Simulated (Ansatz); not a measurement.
Relaxation of H$_{3}$OPS (6 atoms, charge 0, multiplicity 1), to a largest force component of 0.015 eV/Å in at most 40 steps.

These are results of RKS LDA/def2-mTZVP in Ansatz, not measurements.

```xyz
6
Properties=species:S:1:pos:R:3
O -1.400 0.343 -0.525
P -0.042 0.842 0.108
S 0.585 -1.080 0.615
H -1.682 -0.424 -0.101
H 0.704 1.004 -1.107
H -0.606 -1.722 0.349
```

Question: Where does it end, and by what steps?

Answer: The forces met the threshold. After 13 steps the energy has fallen by 0.999 eV; H6 moved furthest, 1.27 Å.

```
step  energy less start (eV)  largest force component (eV/Å)  accepted
   0                  0.0000                           2.707       yes
   1                 -0.4256                           1.269       yes
   2                 -0.5455                           1.257       yes
   3                 -0.6235                           1.821       yes
   4                 -0.8418                           0.391       yes
   5                 -0.9083                           0.349       yes
   6                 -0.9613                           0.342       yes
   7                 -0.9865                           0.429       yes
   8                 -0.9880                           0.235       yes
   9                 -0.9885                           0.225       yes
  10                 -0.9815                           0.778        no
  11                 -0.9992                           0.038       yes
  12                 -0.9987                           0.111        no
  13                 -0.9994                           0.009       yes
```

```xyz
6
Properties=species:S:1:pos:R:3
O -1.602 0.300 -0.587
P -0.153 0.669 0.148
S 0.531 -1.166 0.991
H -2.342 0.523 0.015
H 0.574 0.573 -1.086
H 0.550 -1.936 -0.142
```

Time of the run: 18 s on 1 thread of Intel(R) Xeon(R) Platinum 8375C CPU @ 2.90GHz (Ice Lake), on a shared host, peak memory 0.14 GiB.
